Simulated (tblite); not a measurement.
# H8NO2: the cost of one run

Computed with tblite 0.8.0 and PySCF 2.14.0; each step states its level. No surroundings beyond the atoms listed, unless a continuum is named. Atoms count from 0, parts from 1.

## Step 1: Starting point

11 atoms, charge 1, multiplicity 1; geometry: rigid parts in contact. Parts: 1 = atoms 0–4, `[NH4+]`, charge 1; 2 = atoms 5–7, `O`, charge 0; 3 = atoms 8–10, `O`, charge 0.

## Step 2: Bringing the parts together with GFN2-xTB

What the job is given:

```
{"job": {"kind": "dock", "xc": "GFN2-xTB", "basis": "xTB"}, "charge": 1, "multiplicity": 1, "parts": [{"atoms": "0-4", "charge": 1, "multiplicity": 1}, {"atoms": "5-7", "charge": 0, "multiplicity": 1}, {"atoms": "8-10", "charge": 0, "multiplicity": 1}]}
N     -0.143510     0.016775    -0.086625
H      0.821973    -0.292792    -0.212416
H     -0.272587     0.912921    -0.628663
H     -0.366396     0.087165     0.939980
H     -0.770025    -0.681270    -0.488631
O     -0.633890    -0.102304     2.557528
H     -0.922265    -0.885709     3.033691
H     -0.588842     0.598361     3.212972
O     -0.440386     1.911581    -1.925248
H     -1.220882     2.437350    -2.121494
H      0.208561     2.104968    -2.608108
```

Method: GFN2-xTB search for minima from random contacts, gas phase.

Launch:

```sh
> OMP_NUM_THREADS=1 python cluster_run.py task.json out
```

This one command runs all jobs of the session in turn.

**Question.** How long does this first job take on 1 thread of Arm Neoverse N1, shared host?

About 7.5 s.
